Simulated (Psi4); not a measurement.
# H2NO+ (SMILES [H][H].N#[O+]): MP2/jun-cc-pVDZ (density fitting, density fitting for correlation, counterpoise (cp, nocp), fragments set)

We compute the interaction energy of H2NO+. 

Program for the calculation: Psi4 1.11.

14 further runs of the same task are left out: 1 that didn't finish, 13 set aside as unsound or not needed. Runs told in other sessions of the task aren't counted.

## (1) Starting point

The species is H2NO+ (4 atoms), meant as a singlet with charge +1. As SMILES, `[H][H].N#[O+]`. The parts were moved apart from a relaxed complex, to 1.15 times its contact distance, each keeping its shape in the complex.

Bond lengths: N3–O4 1.087 Å, H1–H2 0.887 Å.

## (2) The interaction energy at MP2/jun-cc-pVDZ (density fitting, density fitting for correlation, counterpoise (cp, nocp), fragments set)

File input.inp:

```
memory 1.6 GB

molecule {
  0 1
  H      1.286020     0.909800     0.074670
  H      0.494620     0.515090     0.137220
  --
  1 1
  N     -1.041080    -0.396080     0.157450
  O     -1.102550    -1.319290    -0.412530
  symmetry c1
  no_reorient
  no_com
}

set basis jun-cc-pVDZ
set freeze_core true

result, w = energy("mp2", bsse_type=['cp', 'nocp'], return_wfn=True)
print_variables()
```

On the command line:

```bash
$ psi4 input.inp input.out -n 1
```

What values should one expect? Wanted: interaction energy.

Answer, from the run:

At MP2/jun-cc-pVDZ (density fitting, density fitting for correlation, counterpoise (cp, nocp), fragments set):

```
          quantity         value
interaction energy  22.14 kJ/mol
```
